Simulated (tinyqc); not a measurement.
Inside a calculation. Method: CIS and TDHF on RHF in the sto-3g basis, frozen core, for H2O, spin multiplicity 1. Computed by tinyqc, a small Python program that keeps every step (integrals from PySCF). Settings: charge = 0, multiplicity = 1, basis = sto-3g, method = RHF, frozen orbitals = 1, energy threshold = 1e-10, iteration cap = 69, orthogonalisation = canonical, start = Wolfsberg-Helmholz matrix, DIIS depth = 6, TDHF = 1. Command: `OMP_NUM_THREADS=1 python tinyqc.py 29528 29529 out.jsonl` (the two numbers bound the seeds that draw the settings). One thread of a shared host (Intel(R) Xeon(R) Processor @ 2.60GHz), about 0.08 s of CPU time with the checks. The early iterations of the SCF are left out here.

## One-electron integrals

Geometry (angstrom):

| atom | x | y | z |
|---|---|---|---|
| O | 0.0000 | 0.0000 | 0.0000 |
| H | 0.0000 | 0.9890 | 0.6180 |
| H | 0.0000 | -0.9890 | 0.6180 |

Basis sto-3g: exponents (1/bohr^2) and contraction coefficients of normalised primitives:

| element | l (shell) | exponent | coefficient |
|---|---|---|---|
| O | s (1) | 130.7093 | 0.1543 |
| O | s (1) | 23.8089 | 0.5353 |
| O | s (1) | 6.4436 | 0.4446 |
| O | s (2) | 5.0332 | -0.1000 |
| O | s (2) | 1.1696 | 0.3995 |
| O | s (2) | 0.3804 | 0.7001 |
| O | p (3) | 5.0332 | 0.1559 |
| O | p (3) | 1.1696 | 0.6077 |
| O | p (3) | 0.3804 | 0.3920 |
| H | s (1) | 3.4253 | 0.1543 |
| H | s (1) | 0.6239 | 0.5353 |
| H | s (1) | 0.1689 | 0.4446 |

Overlap, kinetic and nuclear-attraction integrals over the contracted functions; the nuclear repulsion is the sum of Za Zb / Rab.

nuclear repulsion = 7.527663 hartree

overlap S:
```
         1O 1s   1O 2s  1O 2px   1O 2py  1O 2pz   2H 1s    3H 1s
1O 1s   1.0000  0.2367  0.0000   0.0000  0.0000  0.0328   0.0328
1O 2s   0.2367  1.0000  0.0000   0.0000  0.0000  0.3488   0.3488
1O 2px  0.0000  0.0000  1.0000   0.0000  0.0000  0.0000   0.0000
1O 2py  0.0000  0.0000  0.0000   1.0000  0.0000  0.2673  -0.2673
1O 2pz  0.0000  0.0000  0.0000   0.0000  1.0000  0.1670   0.1670
2H 1s   0.0328  0.3488  0.0000   0.2673  0.1670  1.0000   0.1236
3H 1s   0.0328  0.3488  0.0000  -0.2673  0.1670  0.1236   1.0000
```

kinetic energy T (hartree):
```
          1O 1s    1O 2s  1O 2px   1O 2py  1O 2pz    2H 1s    3H 1s
1O 1s   29.0032  -0.1680  0.0000   0.0000  0.0000  -0.0089  -0.0089
1O 2s   -0.1680   0.8081  0.0000   0.0000  0.0000   0.0501   0.0501
1O 2px   0.0000   0.0000  2.5287   0.0000  0.0000   0.0000   0.0000
1O 2py   0.0000   0.0000  0.0000   2.5287  0.0000   0.1272  -0.1272
1O 2pz   0.0000   0.0000  0.0000   0.0000  2.5287   0.0795   0.0795
2H 1s   -0.0089   0.0501  0.0000   0.1272  0.0795   0.7600  -0.0098
3H 1s   -0.0089   0.0501  0.0000  -0.1272  0.0795  -0.0098   0.7600
```

nuclear attraction V (hartree):
```
           1O 1s    1O 2s   1O 2px   1O 2py   1O 2pz    2H 1s    3H 1s
1O 1s   -61.5260  -7.3979   0.0000   0.0000  -0.0111  -1.0494  -1.0494
1O 2s    -7.3979  -9.9565   0.0000   0.0000  -0.1369  -2.6189  -2.6189
1O 2px    0.0000   0.0000  -9.8317   0.0000   0.0000   0.0000   0.0000
1O 2py    0.0000   0.0000   0.0000  -9.9432   0.0000  -1.7618   1.7618
1O 2pz   -0.0111  -0.1369   0.0000   0.0000  -9.8752  -1.1313  -1.1313
2H 1s    -1.0494  -2.6189   0.0000  -1.7618  -1.1313  -5.0662  -0.7168
3H 1s    -1.0494  -2.6189   0.0000   1.7618  -1.1313  -0.7168  -5.0662
```

core Hamiltonian H = T + V (hartree):
```
           1O 1s    1O 2s   1O 2px   1O 2py   1O 2pz    2H 1s    3H 1s
1O 1s   -32.5228  -7.5659   0.0000   0.0000  -0.0111  -1.0583  -1.0583
1O 2s    -7.5659  -9.1483   0.0000   0.0000  -0.1369  -2.5688  -2.5688
1O 2px    0.0000   0.0000  -7.3030   0.0000   0.0000   0.0000   0.0000
1O 2py    0.0000   0.0000   0.0000  -7.4144   0.0000  -1.6346   1.6346
1O 2pz   -0.0111  -0.1369   0.0000   0.0000  -7.3465  -1.0518  -1.0518
2H 1s    -1.0583  -2.5688   0.0000  -1.6346  -1.0518  -4.3062  -0.7266
3H 1s    -1.0583  -2.5688   0.0000   1.6346  -1.0518  -0.7266  -4.3062
```

## Two-electron integrals

Functions are numbered as in S; the eight-fold symmetry (ij|kl) = (ji|kl) = (kl|ij) leaves the list below.

Two-electron integrals (ij|kl) in chemists' order, unique and non-zero (hartree):
```
(11|11) 4.7851      (21|11) 0.7414      (21|21) 0.1369      (22|11) 1.1189
(22|21) 0.2566      (22|22) 0.8172      (31|31) 0.0245      (32|31) 0.0378
(32|32) 0.1805      (33|11) 1.1158      (33|21) 0.2567      (33|22) 0.8170
(33|33) 0.8802      (41|41) 0.0245      (42|41) 0.0378      (42|42) 0.1805
(43|43) 0.0474      (44|11) 1.1158      (44|21) 0.2567      (44|22) 0.8170
(44|33) 0.7853      (44|44) 0.8802      (51|51) 0.0245      (52|51) 0.0378
(52|52) 0.1805      (53|53) 0.0474      (54|54) 0.0474      (55|11) 1.1158
(55|21) 0.2567      (55|22) 0.8170      (55|33) 0.7853      (55|44) 0.7853
(55|55) 0.8802      (61|11) 0.1040      (61|21) 0.0191      (61|22) 0.0356
(61|33) 0.0355      (61|41) 0.0007      (61|42) 0.0014      (61|44) 0.0356
(61|51) 4.58e-04    (61|52) 0.0009      (61|54) 9.59e-05    (61|55) 0.0356
(61|61) 0.0027      (62|11) 0.2774      (62|21) 0.0645      (62|22) 0.2306
(62|33) 0.2265      (62|41) 0.0041      (62|42) 0.0327      (62|44) 0.2351
(62|51) 0.0026      (62|52) 0.0204      (62|54) 0.0054      (62|55) 0.2299
(62|61) 0.0092      (62|62) 0.0836      (63|31) 0.0064      (63|32) 0.0386
(63|43) 0.0066      (63|53) 0.0041      (63|63) 0.0113      (64|11) 0.1783
(64|21) 0.0420      (64|22) 0.1601      (64|33) 0.1530      (64|41) 0.0088
(64|42) 0.0599      (64|44) 0.1719      (64|51) 0.0015      (64|52) 0.0133
(64|54) 0.0077      (64|55) 0.1553      (64|61) 0.0062      (64|62) 0.0706
(64|64) 0.0703      (65|11) 0.1114      (65|21) 0.0262      (65|22) 0.1001
(65|33) 0.0956      (65|41) 0.0015      (65|42) 0.0133      (65|44) 0.0992
(65|51) 0.0074      (65|52) 0.0469      (65|54) 0.0088      (65|55) 0.1053
(65|61) 0.0039      (65|62) 0.0441      (65|64) 0.0368      (65|65) 0.0344
(66|11) 0.4462      (66|21) 0.1055      (66|22) 0.4341      (66|33) 0.4174
(66|41) 0.0080      (66|42) 0.0895      (66|44) 0.4529      (66|51) 0.0050
(66|52) 0.0559      (66|54) 0.0222      (66|55) 0.4313      (66|61) 0.0151
(66|62) 0.2068      (66|64) 0.1994      (66|65) 0.1246      (66|66) 0.7746
(71|11) 0.1040      (71|21) 0.0191      (71|22) 0.0356      (71|33) 0.0355
(71|41) -0.0007     (71|42) -0.0014     (71|44) 0.0356      (71|51) 4.58e-04
(71|52) 0.0009      (71|54) -9.59e-05   (71|55) 0.0356      (71|61) 0.0026
(71|62) 0.0088      (71|64) 0.0055      (71|65) 0.0037      (71|66) 0.0144
(71|71) 0.0027      (72|11) 0.2774      (72|21) 0.0645      (72|22) 0.2306
(72|33) 0.2265      (72|41) -0.0041     (72|42) -0.0327     (72|44) 0.2351
(72|51) 0.0026      (72|52) 0.0204      (72|54) -0.0054     (72|55) 0.2299
(72|61) 0.0088      (72|62) 0.0642      (72|64) 0.0381      (72|65) 0.0328
(72|66) 0.1253      (72|71) 0.0092      (72|72) 0.0836      (73|31) 0.0064
(73|32) 0.0386      (73|43) -0.0066     (73|53) 0.0041      (73|63) 0.0083
(73|73) 0.0113      (74|11) -0.1783     (74|21) -0.0420     (74|22) -0.1601
(74|33) -0.1530     (74|41) 0.0088      (74|42) 0.0599      (74|44) -0.1719
(74|51) -0.0015     (74|52) -0.0133     (74|54) 0.0077      (74|55) -0.1553
(74|61) -0.0055     (74|62) -0.0381     (74|64) -0.0149     (74|65) -0.0191
(74|66) -0.0692     (74|71) -0.0062     (74|72) -0.0706     (74|74) 0.0703
(75|11) 0.1114      (75|21) 0.0262      (75|22) 0.1001      (75|33) 0.0956
(75|41) -0.0015     (75|42) -0.0133     (75|44) 0.0992      (75|51) 0.0074
(75|52) 0.0469      (75|54) -0.0088     (75|55) 0.1053      (75|61) 0.0037
(75|62) 0.0328      (75|64) 0.0191      (75|65) 0.0248      (75|66) 0.0694
(75|71) 0.0039      (75|72) 0.0441      (75|74) -0.0368     (75|75) 0.0344
(76|11) 0.0723      (76|21) 0.0170      (76|22) 0.0655      (76|33) 0.0641
(76|44) 0.0656      (76|51) 0.0011      (76|52) 0.0101      (76|55) 0.0667
(76|61) 0.0024      (76|62) 0.0229      (76|64) 0.0170      (76|65) 0.0137
(76|66) 0.0582      (76|71) 0.0024      (76|72) 0.0229      (76|74) -0.0170
(76|75) 0.0137      (76|76) 0.0079      (77|11) 0.4462      (77|21) 0.1055
(77|22) 0.4341      (77|33) 0.4174      (77|41) -0.0080     (77|42) -0.0895
(77|44) 0.4529      (77|51) 0.0050      (77|52) 0.0559      (77|54) -0.0222
(77|55) 0.4313      (77|61) 0.0144      (77|62) 0.1253      (77|64) 0.0692
(77|65) 0.0694      (77|66) 0.2666      (77|71) 0.0151      (77|72) 0.2068
(77|74) -0.1994     (77|75) 0.1246      (77|76) 0.0582      (77|77) 0.7746
```

## Orthogonalisation

S = U s U^T; canonical form X = U s^(-1/2), so that X^T S X = 1. Each column of U has its largest component positive (the first on a tie).

eigenvalues of S: 0.4768  0.5551  0.8972  1.0000  1.0879  1.3213  1.6617

X:
```
              1        2        3       4        5        6       7
1O 1s   -0.3763   0.0000   0.7182  0.0000  -0.6043   0.0000  0.2089
1O 2s    1.0054   0.0000  -0.2547  0.0000  -0.2717   0.0000  0.4779
1O 2px   0.0000   0.0000   0.0000  1.0000   0.0000   0.0000  0.0000
1O 2py   0.0000   0.8691   0.0000  0.0000   0.0000   0.6629  0.0000
1O 2pz   0.4000   0.0000   0.6700  0.0000   0.6495   0.0000  0.1931
2H 1s   -0.6264  -0.7232  -0.2062  0.0000   0.1708   0.3984  0.3824
3H 1s   -0.6264   0.7232  -0.2062  0.0000   0.1708  -0.3984  0.3824
```

## Iteration 8 (converged): orbitals

converged F (hartree):
```
           1O 1s    1O 2s   1O 2px   1O 2py   1O 2pz    2H 1s    3H 1s
1O 1s   -20.2467  -5.1615   0.0000   0.0000  -0.0238  -0.7297  -0.7297
1O 2s    -5.1615  -2.3897   0.0000   0.0000  -0.0492  -0.7117  -0.7117
1O 2px    0.0000   0.0000  -0.3785   0.0000   0.0000   0.0000   0.0000
1O 2py    0.0000   0.0000   0.0000  -0.2005   0.0000  -0.3573   0.3573
1O 2pz   -0.0238  -0.0492   0.0000   0.0000  -0.2441  -0.2732  -0.2732
2H 1s    -0.7297  -0.7117   0.0000  -0.3573  -0.2732  -0.3558  -0.1697
3H 1s    -0.7297  -0.7117   0.0000   0.3573  -0.2732  -0.1697  -0.3558
```

Diagonalise F' = X^T F X, C = X C', fill 5 alpha and 5 beta electrons from the bottom; D = 2 C_occ C_occ^T. Each column has its largest component positive (the first on a tie).

F' = X^T F X (hartree):
```
         1       2        3        4        5        6        7
1  -0.4820  0.0000   2.5172   0.0000  -2.0693   0.0000   0.7634
2   0.0000  0.5520   0.0000   0.0000   0.0000   0.0869   0.0000
3   2.5172  0.0000  -8.4357   0.0000   8.4122   0.0000  -4.3893
4   0.0000  0.0000   0.0000  -0.3785   0.0000   0.0000   0.0000
5  -2.0693  0.0000   8.4122   0.0000  -9.0500   0.0000   4.7003
6   0.0000  0.0869   0.0000   0.0000   0.0000  -0.5246   0.0000
7   0.7634  0.0000  -4.3893   0.0000   4.7003   0.0000  -3.4678
```

orbital energies (hartree): MO1 -20.2549, MO2 -1.1799, MO3 -0.5315, MO4 -0.4008, MO5 -0.3785, MO6 0.4001, MO7 0.5590

coefficients C:
```
            MO1      MO2      MO3      MO4     MO5      MO6      MO7
1O 1s    0.9945  -0.2424   0.0000   0.0836  0.0000   0.1063   0.0000
1O 2s    0.0234   0.9076   0.0000  -0.4270  0.0000  -0.6094   0.0000
1O 2px   0.0000   0.0000   0.0000   0.0000  1.0000   0.0000   0.0000
1O 2py   0.0000   0.0000   0.5913   0.0000  0.0000   0.0000   0.9193
1O 2pz   0.0025   0.0639   0.0000   0.7702  0.0000  -0.6862   0.0000
2H 1s   -0.0041   0.1373   0.4549   0.3389  0.0000   0.6904  -0.6890
3H 1s   -0.0041   0.1373  -0.4549   0.3389  0.0000   0.6904   0.6890
```

D after iteration 8:
```
          1O 1s    1O 2s  1O 2px   1O 2py   1O 2pz    2H 1s    3H 1s
1O 1s    2.1097  -0.4649  0.0000   0.0000   0.1029  -0.0181  -0.0181
1O 2s   -0.4649   2.0131  0.0000   0.0000  -0.5417  -0.0405  -0.0405
1O 2px   0.0000   0.0000  2.0000   0.0000   0.0000   0.0000   0.0000
1O 2py   0.0000   0.0000  0.0000   0.6994   0.0000   0.5380  -0.5380
1O 2pz   0.1029  -0.5417  0.0000   0.0000   1.1946   0.5396   0.5396
2H 1s   -0.0181  -0.0405  0.0000   0.5380   0.5396   0.6813  -0.1464
3H 1s   -0.0181  -0.0405  0.0000  -0.5380   0.5396  -0.1464   0.6813
```

## Convergence

Stop when the energy changes by less than 1e-10 hartree and every element of the error matrix X^T (F D S - S D F) X is below 3e-06.

Course of the cycle:

| iteration | E (hartree) | change | largest element of the error matrix |
|---|---|---|---|
| 1 | -74.422448 | - | 7.13e-01 |
| 2 | -74.877723 | -4.55e-01 | 1.66e-01 |
| 3 | -74.898042 | -2.03e-02 | 4.96e-02 |
| 4 | -74.900605 | -2.56e-03 | 1.11e-02 |
| 5 | -74.900758 | -1.54e-04 | 2.94e-03 |
| 6 | -74.900785 | -2.70e-05 | 6.41e-05 |
| 7 | -74.900785 | -4.33e-09 | 1.56e-07 |
| 8 | -74.900785 | -1.42e-14 | 5.18e-09 |

PySCF RHF in the same basis = -74.900785 hartree

Converged in 8 iterations.

## Integrals over molecular orbitals

(pq|rs) = sum C_ip C_jq C_kr C_ls (ij|kl), one index at a time.

one-electron integrals over orbitals h = C^T H C (hartree):
```
          1        2        3        4        5        6        7
1  -32.5064   0.5755   0.0000  -0.1836   0.0000  -0.2462   0.0000
2    0.5755  -7.5286   0.0000   0.5300   0.0000   1.1465   0.0000
3    0.0000   0.0000  -5.8328   0.0000   0.0000   0.0000  -1.8220
4   -0.1836   0.5300   0.0000  -6.5120   0.0000   1.3584   0.0000
5    0.0000   0.0000   0.0000   0.0000  -7.3030   0.0000   0.0000
6   -0.2462   1.1465   0.0000   1.3584   0.0000  -5.1483   0.0000
7    0.0000   0.0000  -1.8220   0.0000   0.0000   0.0000  -5.5236
```

Two-electron integrals over orbitals (pq|rs), unique and non-zero (hartree); the lowest 1 orbital is frozen and left out:
```
(22|22) 0.7244    (32|32) 0.1254    (33|22) 0.5977    (33|33) 0.5734
(42|22) -0.0324   (42|33) 0.0034    (42|42) 0.1308    (43|32) 0.0316
(43|43) 0.0569    (44|22) 0.6636    (44|33) 0.5527    (44|42) -0.0931
(44|44) 0.6947    (52|52) 0.1530    (53|53) 0.0250    (54|52) -0.0401
(54|54) 0.0457    (55|22) 0.7584    (55|33) 0.5855    (55|42) -0.0776
(55|44) 0.6877    (55|55) 0.8802    (62|22) -0.1243   (62|33) -0.0569
(62|42) -0.0369   (62|44) -0.0625   (62|55) -0.1356   (62|62) 0.0903
(63|32) 0.0434    (63|43) 0.0438    (63|63) 0.0849    (64|22) -0.1366
(64|33) -0.0463   (64|42) 0.0412    (64|44) -0.1334   (64|55) -0.1551
(64|62) 0.0628    (64|64) 0.1001    (65|52) -0.0500   (65|54) -0.0074
(65|65) 0.0325    (66|22) 0.5721    (66|33) 0.5318    (66|42) 0.0470
(66|44) 0.5309    (66|55) 0.5596    (66|62) -0.0818   (66|64) -0.0510
(66|66) 0.5606    (72|32) 0.0604    (72|43) -0.0250   (72|63) -0.0263
(72|72) 0.0720    (73|22) 0.1774    (73|33) 0.0874    (73|42) -0.0699
(73|44) 0.1467    (73|55) 0.2087    (73|62) -0.0672   (73|64) -0.1029
(73|66) 0.0437    (73|73) 0.1589    (74|32) -0.0668   (74|43) -0.0159
(74|63) -0.0594   (74|72) -0.0180   (74|74) 0.0679    (75|53) 0.0240
(75|75) 0.0262    (76|32) -0.0849   (76|43) -0.0665   (76|63) -0.0754
(76|72) -0.0011   (76|74) 0.0592    (76|76) 0.1155    (77|22) 0.6088
(77|33) 0.5709    (77|42) -0.0232   (77|44) 0.5766    (77|55) 0.6114
(77|62) -0.0599   (77|64) -0.0574   (77|66) 0.5371    (77|73) 0.1066
(77|77) 0.5942
```

## CIS matrix, singlets

A(ia,jb) = (e_a - e_i) d_ij d_ab + 2 (ia|jb) - (ij|ab).

CIS matrix A, singlet (hartree):
```
         2>6      2>7      3>6      3>7      4>6      4>7     5>6     5>7
2>6   1.1884   0.0000   0.0000  -0.0494   0.0785   0.0000  0.0000  0.0000
2>7   0.0000   1.2740   0.0323   0.0000   0.0000  -0.0129  0.0000  0.0000
3>6   0.0000   0.0323   0.5697   0.0000   0.0000  -0.0522  0.0000  0.0000
3>7  -0.0494   0.0000   0.0000   0.8375  -0.1393   0.0000  0.0000  0.0000
4>6   0.0785   0.0000   0.0000  -0.1393   0.4703   0.0000  0.0000  0.0000
4>7   0.0000  -0.0129  -0.0522   0.0000   0.0000   0.5190  0.0000  0.0000
5>6   0.0000   0.0000   0.0000   0.0000   0.0000   0.0000  0.2841  0.0000
5>7   0.0000   0.0000   0.0000   0.0000   0.0000   0.0000  0.0000  0.3785
```

## CIS singlet states

dipole integrals <i|r|a> (bohr):
```
           x        y        z
2>6   0.0000   0.0000  -0.0167
2>7   0.0000  -0.0646   0.0000
3>6   0.0000   1.0726   0.0000
3>7   0.0000   0.0000  -0.6387
4>6   0.0000   0.0000   0.5195
4>7   0.0000  -0.8317   0.0000
5>6  -0.0740   0.0000   0.0000
5>7   0.0000   0.0000   0.0000
```

Diagonalise A (1 hartree = 27.211386 eV); each vector has its largest component positive (the first on a tie). The transition dipole is mu = sqrt2 sum c_ia <i|r|a>.

singlet excitation energies (eV): 7.7315  10.2997  11.3976  13.2308  16.3454  23.6363  32.8921  34.7168

lowest vectors:
```
     state 1  state 2  state 3  state 4  state 5  state 6
2>6   0.0000   0.0000  -0.0771   0.0000   0.0000   0.2143
2>7   0.0000   0.0000   0.0000  -0.0080  -0.0507   0.0000
3>6   0.0000   0.0000   0.0000   0.5328   0.8449   0.0000
3>7   0.0000   0.0000   0.3066   0.0000   0.0000   0.9344
4>6   0.0000   0.0000   0.9487   0.0000   0.0000  -0.2845
4>7   0.0000   0.0000   0.0000   0.8462  -0.5325   0.0000
5>6   1.0000   0.0000   0.0000   0.0000   0.0000   0.0000
5>7   0.0000   1.0000   0.0000   0.0000   0.0000   0.0000
```

oscillator strengths 2/3 w |mu|^2: 0.0021  0.0000  0.0497  0.0113  1.4648  0.6484

## TDHF (RPA) singlet states

B(ia,jb) = 2 (ia|jb) - (ib|ja); the squared energies are the eigenvalues of (A - B)(A + B); 1 hartree = 27.211386 eV.

TDHF matrix B, singlet (hartree):
```
         2>6      2>7      3>6      3>7      4>6      4>7     5>6     5>7
2>6   0.0903   0.0000   0.0000  -0.1080   0.0628   0.0000  0.0000  0.0000
2>7   0.0000   0.0720   0.0145   0.0000   0.0000  -0.0180  0.0000  0.0000
3>6   0.0000   0.0145   0.0849   0.0000   0.0000  -0.0158  0.0000  0.0000
3>7  -0.1080   0.0000   0.0000   0.1589  -0.1464   0.0000  0.0000  0.0000
4>6   0.0628   0.0000   0.0000  -0.1464   0.1001   0.0000  0.0000  0.0000
4>7   0.0000  -0.0180  -0.0158   0.0000   0.0000   0.0679  0.0000  0.0000
5>6   0.0000   0.0000   0.0000   0.0000   0.0000   0.0000  0.0325  0.0000
5>7   0.0000   0.0000   0.0000   0.0000   0.0000   0.0000  0.0000  0.0262
```

squared energies w^2 (hartree^2): 0.0797  0.1426  0.1688  0.2329  0.3520  0.6913  1.4135  1.6214

TDHF energies from the positive w^2 (eV): 7.6807  10.2750  11.1788  13.1334  16.1440  22.6243  32.3514  34.6497

## CIS matrix, triplets

A(ia,jb) = (e_a - e_i) d_ij d_ab - (ij|ab).

CIS matrix A, triplet (hartree):
```
         2>6     2>7     3>6     3>7      4>6     4>7     5>6     5>7
2>6   1.0079  0.0000  0.0000  0.0849  -0.0470  0.0000  0.0000  0.0000
2>7   0.0000  1.1301  0.0849  0.0000   0.0000  0.0232  0.0000  0.0000
3>6   0.0000  0.0849  0.3998  0.0000   0.0000  0.0665  0.0000  0.0000
3>7   0.0849  0.0000  0.0000  0.5197   0.0665  0.0000  0.0000  0.0000
4>6  -0.0470  0.0000  0.0000  0.0665   0.2701  0.0000  0.0000  0.0000
4>7   0.0000  0.0232  0.0665  0.0000   0.0000  0.3832  0.0000  0.0000
5>6   0.0000  0.0000  0.0000  0.0000   0.0000  0.0000  0.2191  0.0000
5>7   0.0000  0.0000  0.0000  0.0000   0.0000  0.0000  0.0000  0.3261
```

## CIS triplet states

Diagonalise A (1 hartree = 27.211386 eV); each vector has its largest component positive (the first on a tie).

triplet excitation energies (eV): 5.9611  6.7369  8.7760  8.8724  12.2312  14.3171  27.8630  31.0510

lowest vectors:
```
     state 1  state 2  state 3  state 4  state 5  state 6
2>6   0.0000   0.0887   0.0000   0.0000   0.0000  -0.1411
2>7   0.0000   0.0000   0.0509   0.0000  -0.1133   0.0000
3>6   0.0000   0.0000  -0.6827   0.0000   0.7212   0.0000
3>7   0.0000  -0.2625   0.0000   0.0000   0.0000   0.9516
4>6   0.0000   0.9608   0.0000   0.0000   0.0000   0.2730
4>7   0.0000   0.0000   0.7289   0.0000   0.6834   0.0000
5>6   1.0000   0.0000   0.0000   0.0000   0.0000   0.0000
5>7   0.0000   0.0000   0.0000   1.0000   0.0000   0.0000
```

## TDHF (RPA) triplet states

B(ia,jb) = - (ib|ja); the squared energies are the eigenvalues of (A - B)(A + B); 1 hartree = 27.211386 eV.

TDHF matrix B, triplet (hartree):
```
         2>6      2>7      3>6      3>7      4>6      4>7      5>6      5>7
2>6  -0.0903   0.0000   0.0000   0.0263  -0.0628   0.0000   0.0000   0.0000
2>7   0.0000  -0.0720   0.0672   0.0000   0.0000   0.0180   0.0000   0.0000
3>6   0.0000   0.0672  -0.0849   0.0000   0.0000   0.1029   0.0000   0.0000
3>7   0.0263   0.0000   0.0000  -0.1589   0.0594   0.0000   0.0000   0.0000
4>6  -0.0628   0.0000   0.0000   0.0594  -0.1001   0.0000   0.0000   0.0000
4>7   0.0000   0.0180   0.1029   0.0000   0.0000  -0.0679   0.0000   0.0000
5>6   0.0000   0.0000   0.0000   0.0000   0.0000   0.0000  -0.0325   0.0000
5>7   0.0000   0.0000   0.0000   0.0000   0.0000   0.0000   0.0000  -0.0262
```

squared energies w^2 (hartree^2): 0.0333  0.0469  0.0701  0.1056  0.1988  0.2555  1.0380  1.2913

TDHF energies from the positive w^2 (eV): 4.9670  5.8950  7.2067  8.8436  12.1339  13.7555  27.7234  30.9221
